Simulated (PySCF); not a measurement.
**Frontier orbitals and the lowest excitations**

P4.
Atom-mapped SMILES: `[p:1]12[p:2]3[p:3]1[p:4]23`

Geometry (GFN2-xTB, Å), atoms numbered from 1 in this order:
```
atom  x, y, z in Å
P1     1.2231   -0.1737   -0.5246
P2    -0.4664    1.2020   -0.3631
P3    -0.8169   -0.9519   -0.4635
P4     0.0704   -0.0716    1.3284
```

Method: TDDFT B3LYP/def2-SVPD, vertical, gas phase, core orbitals frozen in the response in PySCF 2.14.0, density-fitted response routines.

Kohn–Sham orbitals with the atoms that hold most of them (Löwdin shares over 4%, at most four atoms):

| orbital | ε (eV) | atoms |
| --- | --- | --- |
| HOMO-3 | -8.18 | P4 26%, P3 25%, P2 25%, P1 24% |
| HOMO-2 | -8.18 | P2 26%, P1 25%, P3 25%, P4 24% |
| HOMO-1 | -7.40 | P3 25%, P4 25%, P1 25%, P2 25% |
| HOMO | -7.39 | P4 25%, P3 25%, P1 25%, P2 25% |
| LUMO | -0.82 | P4 26%, P1 25%, P3 25%, P2 24% |
| LUMO+1 | -0.82 | P1 25%, P2 25%, P3 25%, P4 25% |
| LUMO+2 | -0.82 | P2 25%, P3 25%, P4 25%, P1 25% |

Within 0.005 eV of a neighbour in this list lie HOMO-3/HOMO-2, HOMO-1/HOMO and LUMO/LUMO+1/LUMO+2 (point group found: Td); within a degenerate set the shares of single atoms can hang on how the components are chosen.

(1) How does S1 compare with the orbital gap of 6.57 eV?

Answers

(1) S1 is at 5.30 eV (f = 0.0000), 1.27 eV below the gap, made of HOMO-1/HOMO→LUMO/LUMO+1/LUMO+2 (≥96%). S1/S2/S3 lie within about 0.01 eV of each other. Without the coupling terms of the response equations the lowest excitation would equal the gap.

Next come S2 at 5.30 eV (f 0.0000), HOMO-1/HOMO→LUMO/LUMO+1/LUMO+2 (≥96%); S3 at 5.30 eV (f 0.0000), HOMO-1/HOMO→LUMO/LUMO+1/LUMO+2 (≥95%); S4 at 5.54 eV (f 0.0000), HOMO-1/HOMO→LUMO+3 (≥95%); S5 at 5.55 eV (f 0.0000), HOMO-1/HOMO→LUMO+4 (≥96%).

Orbitals of the list HOMO-3 to LUMO+2 that lie within 0.01 eV of each other are written together with a slash and their weights summed (≥ marks a lower bound); for degenerate orbitals outside that list single weights are arbitrary.

Löwdin shares depend on the basis, the more so with diffuse functions.

The run took 2.6 s wall on x86-64 server, one thread, no GPU, on a shared host.
